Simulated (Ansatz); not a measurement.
Debugging a relaxed scan of one distance of BClH2 (charge -1), SMILES [BH2-]Cl (Ansatz 0.2.0, Python API).

`bclh2.py`:
```python
'''One bond of BClH2(-) held at set lengths while the rest relaxes.'''

import ansatz as az
import numpy as np

BASIS = 'def2-SVP'
XC = 'b3lyp'
NET_CHARGE = 0.5


def main() -> None:
    geometry_ang = [
        ('B', (-0.1961, 0.0045, 0.3323)),
        ('Cl', (1.6099, -0.055, -0.0767)),
        ('H', (-0.6733, 0.9972, -0.1213)),
        ('H', (-0.7404, -0.9467, -0.1342)),
    ]
    system = az.Crystal.molecule()
    for symbol, xyz in geometry_ang:
        system = system.atom(symbol, xyz)

    setup = (
        system.calculation()
        .basis(gaussian=BASIS)
        .functional(XC)
        .charge(NET_CHARGE)
        .spin('collinear', total=1)
    )
    symbols = [site.symbol for site in system.cartesian_sites]
    pairs = [(0, 1), (0, 2), (0, 3)]
    print('held (A)   E (eV)        ', '  '.join(f'{symbols[i]}{i}-{symbols[j]}{j}' for i, j in pairs))
    for length in [1.7, 1.85, 2.0, 2.22, 2.5]:
        data = setup.relax(constraints=[az.DistanceConstraint((0, 1), at=length)], force_tolerance=0.02, max_steps=60).run(threads=1, backend='cpu').report
        xyz = np.array(data['positions_ang'])
        print(f'{length:6.2f} {data["free_energy_ev"]:14.5f}  ', '  '.join(f'{np.linalg.norm(xyz[i] - xyz[j]):.3f}' for i, j in pairs))


if __name__ == '__main__':
    main()
```

`python bclh2.py` gives:
```text
held (A)   E (eV)         B0-Cl1  B0-H2  B0-H3
Traceback (most recent call last):
  File "bclh2.py", line 39, in <module>
    main()
    ~~~~^^
  File "bclh2.py", line 33, in main
    data = setup.relax(constraints=[az.DistanceConstraint((0, 1), at=length)], force_tolerance=0.02, max_steps=60).run(threads=1, backend='cpu').report
           ~~~~~~~~~~~~~~~~~~~~~~~~~~~~~~~~~~~~~~~~~~~~~~~~~~~~~~~~~~~~~~~~~~~~~~~~~~~~~~~~~~~~~~~~~~~~~~~~~~~~~~~~~~~^^^^^^^^^^^^^^^^^^^^^^^^^^
  ...
ansatz.RefusalError: invalid value for `total_charge`: a molecule in open space takes a whole number
```
(Library frames cut from the traceback.)

Why does it end like this?

The fault: a molecule's charge must be whole. Mended:

```diff
--- before
+++ after
@@ -7,3 +7,3 @@
 XC = 'b3lyp'
-NET_CHARGE = 0.5
+NET_CHARGE = -1
```

With that change:

Running `python bclh2.py` prints:
```text
held (A)   E (eV)         B0-Cl1  B0-H2  B0-H3
DeckWarning: relax.constraints: the input's atoms, or those drawn, lie off the distances that are held; a relaxation that starts there is brought onto them ahead of its first SCF, by positions alone, an atom by 7.63e-2 Å at the most. With the symmetry detection on, the symmetry is detected on the input's atoms as so [...]
  1.70   -13227.22247   1.700  1.233  1.233
  1.85   -13227.56915   1.850  1.228  1.228
  2.00   -13227.56781   2.000  1.224  1.224
  2.22   -13227.31590   2.220  1.219  1.219
  2.50   -13226.89713   2.500  1.215  1.215
```
(Warnings from the package without file and line, shortened, repeats left out.)

Caveats:
- Total energies depend on the basis set; only differences at equal settings carry meaning.
- The energies are electronic: no zero-point or thermal terms, and the basis set is short of its limit.
- The run takes the species as open-shell (spin multiplicity 2), which needn't be its ground state.
- b3lyp holds the VWN-RPA fit, as in Gaussian; the form of ORCA and Turbomole is b3lyp5.
- For an odd-electron ion, approximate functionals spread the charge over both fragments and lower the stretched end too much.
- Anions want diffuse functions, which this basis lacks.
- Run time: 36 s on 1 thread of Arm Neoverse V1, with other jobs on the host, peak memory 0.18 GiB.
